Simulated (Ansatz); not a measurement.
The input, for Ansatz 0.2.0:

```yaml
crystal:
  periodic: [false, false, false]
  atoms:
    - {symbol: Al, position_ang: [0.000000, 0.563450, 1.943331]}
    - {symbol: Al, position_ang: [0.000000, -1.153806, 0.000000]}
    - {symbol: Al, position_ang: [0.000000, 0.563450, -1.943331]}
    - {symbol: H, position_ang: [0.000000, 0.720211, 0.000000]}
basis:
  gaussian: {orbitals: def2-mTZVP}
total_charge: 1
magnetization: {spin_polarized: true, initial_magnetization: 3}
hamiltonian: {xc: {name: B3LYP}}
correlation: {method: bccd, electrons: valence}
scf: {lower_state_search: off}
output: {forces: true}
```

```sh
$ ansatz run in.yaml --threads 1 --pin off --events-out ev --progress --plain --max-ram 2393MiB
```

Roughly how long does this take on 1 thread of Arm Neoverse N1, shared host, and how much host memory?

24 s wall and 0.32 GiB.

```
these checks for a lower state are left out or cut short: starts, cluster_reference, orbital_swaps, neighbouring_geometries, increment
613 factors; integrals over basis functions are off by at most 5.9e-4 eV
mean field evaluation 1: about -19795.0997 eV, gradient 1.7e1 eV
mean field evaluation 2: about -19795.1812 eV, gradient 1.7e1 eV
mean field evaluation 4: about -19797.9489 eV, gradient 4.8e0 eV
mean field evaluation 8: about -19798.2764 eV, gradient 1.9e-1 eV
mean field evaluation 16: about -19798.2780 eV, gradient 8.9e-4 eV
mean field -19798.27802275 eV, -727.5732975812 hartree, gradient 5.0e-6 eV, S^2 3.757339; 0 other end points of the search recorded, 0 dependent functions left out
15 core orbitals not correlated: weight in the atoms' cores, before any rotation towards them, 1.000 or more for the frozen orbitals, at most 0.000 for the correlated occupied ones
reference -19754.58005448 eV, -725.9674268667 hartree; 6, 3 occupied and 48, 51 virtual orbitals, 613 factors
second order -3.61345904 eV of doubles, -0.28430035 eV of singles
cycle   1  -4.13117113 eV  change   -2.4e-1 eV  update   8.8e-2
cycle   2  -4.30695251 eV  change   -1.8e-1 eV  update   3.2e-2
cycle   3  -4.36455396 eV  change   -5.8e-2 eV  update   1.6e-2
cycle   4  -4.36997370 eV  change   -5.4e-3 eV  update   5.9e-3
cycle   5  -4.37202968 eV  change   -2.1e-3 eV  update   3.1e-3
cycle   6  -4.37213999 eV  change   -1.1e-4 eV  update   1.8e-3
cycle   7  -4.37242683 eV  change   -2.9e-4 eV  update   1.2e-3
cycle   8  -4.37266738 eV  change   -2.4e-4 eV  update   9.7e-4
cycle   9  -4.37247445 eV  change    1.9e-4 eV  update   6.7e-4
cycle  10  -4.37238373 eV  change    9.1e-5 eV  update   3.5e-4
cycle  11  -4.37246115 eV  change   -7.7e-5 eV  update   1.8e-4
cycle  12  -4.37247354 eV  change   -1.2e-5 eV  update   8.6e-5
cycle  13  -4.37249482 eV  change   -2.1e-5 eV  update   4.5e-5
cycle  14  -4.37246796 eV  change    2.7e-5 eV  update   1.9e-5
cycle  15  -4.37246994 eV  change   -2.0e-6 eV  update   8.4e-6
cycle  16  -4.37246862 eV  change    1.3e-6 eV  update   4.2e-6
cycle  17  -4.37246928 eV  change   -6.6e-7 eV  update   2.1e-6
cycle  18  -4.37246870 eV  change    5.8e-7 eV  update   1.0e-6
cycle  19  -4.37246821 eV  change    4.9e-7 eV  update   5.5e-7
cycle  20  -4.37246822 eV  change   -1.4e-8 eV  update   2.5e-7
the calculation of the forces begins
Total energy: -19758.95252270 eV, -726.1281121101 hartree
Atom 0 at     0.000000     0.563450     1.943331 Å, force     0.000000    -0.383369    -0.714178 eV/Å
Atom 1 at     0.000000    -1.153806     0.000000 Å, force    -0.000000    -0.282522    -0.000000 eV/Å
Atom 2 at     0.000000     0.563450    -1.943331 Å, force     0.000000    -0.383369     0.714178 eV/Å
Atom 3 at     0.000000     0.720211     0.000000 Å, force     0.000000     1.049259    -0.000000 eV/Å
Dipole moment:    -0.000000     0.261649     0.000000 e Å
Checks for a lower state left out: starts, cluster_reference, orbital_swaps, neighbouring_geometries, increment
```

Forces (eV/Å):
```
Al   0.000 -0.383 -0.714
Al   0.000 -0.283  0.000
Al   0.000 -0.383  0.714
H    0.000  1.049  0.000
```
